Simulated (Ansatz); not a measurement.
Ansatz (a first-principles code) input:

Ansatz 0.2 input:
```yaml
crystal:
  periodic: [false, false, false]
  atoms:
    - {symbol: Al, position_ang: [-0.08848961, 0.15669812, 0.36540634]}
    - {symbol: F, position_ang: [-1.32578174, -0.90602136, -0.15113852]}
    - {symbol: F, position_ang: [0.07325047, 1.39829894, -0.80050560]}
    - {symbol: F, position_ang: [1.38034959, -0.71861932, 0.42383495]}
basis:
  gaussian:
    orbitals: STO-3G
total_charge: -1
magnetization: {spin_polarized: true, initial_magnetization: 1}
correlation: {method: fci, electrons: outside_noble_gas}
```

Question: Which total energy does the run end on?

Answer: -533.07040 Eh (FCI/STO-3G). The basis has 24 functions.
